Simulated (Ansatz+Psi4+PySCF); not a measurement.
## doublet SiH2(+): levels of theory in one basis

```yaml
atoms:
  - { symbol: Si, position_ang: [-0.0014, 0.0096, 0.1288] }
  - { symbol: H, position_ang: [-0.0014, 1.1024, -0.9107] }
  - { symbol: H, position_ang: [0.0097, -1.0955, -0.9209] }
```

Basis set: cc-pVTZ on H; cc-pV(T+d)Z on Si (spherical functions). Correlated methods keep 5 orbitals frozen. Correlation on ROHF uses semicanonical orbitals with singles. Charge 1, multiplicity 2.

Computed with Ansatz (development build ahead of 0.2.0) and Psi4 1.11; each method stands on the lowest determinant of its kind that the runs found.

```csv
method,E − E(ROHF) (eV),<S²> of the determinant
ROHF,0.00,0.75
UHF,-0.06,0.76
ROHF-MP2,-2.15,–
UHF-MP2,-2.15,0.76
ROHF-CCSD,-2.73,–
UHF-CCSD,-2.73,0.76
ROHF-CCSD(T),-2.79,–
UHF-CCSD(T),-2.79,0.76
```
